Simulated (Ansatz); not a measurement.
Input file:

```yaml
crystal:
  periodic: [false, false, false]
  atoms:
    - {symbol: B, position_ang: [0.000000, 0.000000, 1.320500]}
    - {symbol: O, position_ang: [0.000000, 0.000000, -0.008600]}
    - {symbol: B, position_ang: [0.000000, 0.000000, -1.311900]}
basis:
  gaussian: {orbitals: cc-pVDZ}
magnetization: {spin_polarized: true, initial_magnetization: 4}
hamiltonian: {xc: hf}
output: {orbitals: {seedname: orbitals}}
```

```sh
$ ansatz run in.yaml --threads 1 --pin off --events-out ev --progress --plain --max-ram 2393MiB
```

Log:

```
393 factors; integrals over basis functions are off by at most 7.0e-4 eV
mean field evaluation 1: about -3371.0547 eV, gradient 1.7e1 eV
mean field evaluation 2: about -3371.2289 eV, gradient 1.8e1 eV
mean field evaluation 4: about -3374.3031 eV, gradient 5.2e0 eV
mean field evaluation 8: about -3374.9324 eV, gradient 3.9e-1 eV
mean field evaluation 16: about -3374.9349 eV, gradient 5.4e-4 eV
mean field evaluation 32: about -3375.0412 eV, gradient 1.7e-5 eV
mean field evaluation 64: about -3375.0181 eV, gradient 7.4e-1 eV
mean field evaluation 96: about -3374.6471 eV, gradient 9.6e-1 eV
mean field -3375.04115218 eV, -124.0304746576 hartree, gradient 1.7e-5 eV, S^2 6.068316; 5 other end points of the search recorded, 0 dependent functions left out
reference -3375.04115218 eV, -124.0304746576 hartree; 11, 7 occupied and 31, 35 virtual orbitals, 393 factors
Total energy: -3375.04115218 eV, -124.0304746576 hartree
```

Ran on 1 thread of Intel Xeon 6975P-C, shared host: 0.39 s wall, 0.08 GiB peak host memory.
